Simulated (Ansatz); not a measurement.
Gas-phase reaction in SMILES: ClCl [molecular chlorine] -> ClCl as doublet, charge -1 (an electron is taken up)

Property: adiabatic electron affinity (0 K, with zero-point energies), in eV. Positive where the reaction releases energy. Set-up: open shells spin-unrestricted; LANL2DZ with its own core potentials from Na on; 6-311+G** with 5d, 6d on Na to Ar in Ansatz (a first-principles code); no spin-orbit coupling; six Cartesian d functions in 6-31G* and its kin unless marked 5d; non-relativistic. Ab initio and DFT rows: single points at B3LYP-D3(BJ) geometries (Ansatz), with unscaled harmonic terms from B3LYP/6-31G* at its own minima. Anions need diffuse functions, which STO-3G, LANL2DZ, def2-SVP, cc-pVDZ and Pople sets without + lack.

| level | program | adiabatic electron affinity (0 K, with zero-point energies) (eV) |
|---|---|---|
| PBE/STO-3G | Ansatz | -0.22 |
| PBE/3-21G | Ansatz | 3.63 |
| PBE/LANL2DZ | Ansatz | 3.51 |
| PBE/6-31G* | Ansatz | 2.61 |
| PBE/def2-SVP | Ansatz | 2.04 |
| PBE/6-311+G** | Ansatz | 2.99 |
| PBE/def2-TZVPD | Ansatz | 2.60 |

No value to compare with is used here. The 6 habitual levels span -0.22 (PBE/STO-3G) to 3.63 eV (PBE/3-21G); PBE/def2-TZVPD gives 2.60.

The sets are all those run for this method; runs whose electronic state is in doubt are left out.
